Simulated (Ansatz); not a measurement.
Results of r²SCAN-D4 in Ansatz (PAW) for hcp Be.

Run with plane-wave cutoff 500 eV, 36×36×20 k mesh (along the axes of the cell as run), Fermi–Dirac smearing 0.1 eV, scalar-relativistic PAW data made under PBE.

Computed at the level's own relaxed cell.

**Question.** Give the computed equilibrium volume per atom, equilibrium lattice constant a and c axis length.

**Answer.** 
- equilibrium volume per atom: 7.85 Å³/atom
- equilibrium lattice constant a: 2.257 Å
- c axis length: 3.561 Å

Measured, for comparison: lattice constant a 2.286 Å (293 K, no zero-point or thermal correction, our sources range from 2.286 to 2.290; as tabulated in Wikipedia's data pages); lattice parameter c 3.584 Å (293 K, no zero-point or thermal correction; as tabulated in Wikipedia's data pages). Computed (rounded) less measured: lattice constant a -1.3 % (-1.3 % to -1.4 % over the range), lattice parameter c -0.6 %. A static lattice is as a rule a little smaller and stiffer than an uncorrected measurement, which narrows the difference in the lattice constant a, lattice parameter c and would widen misses of the other sign.

It cost around 110 core-seconds (rough) of CPU time.

Ansatz is an electronic-structure program.
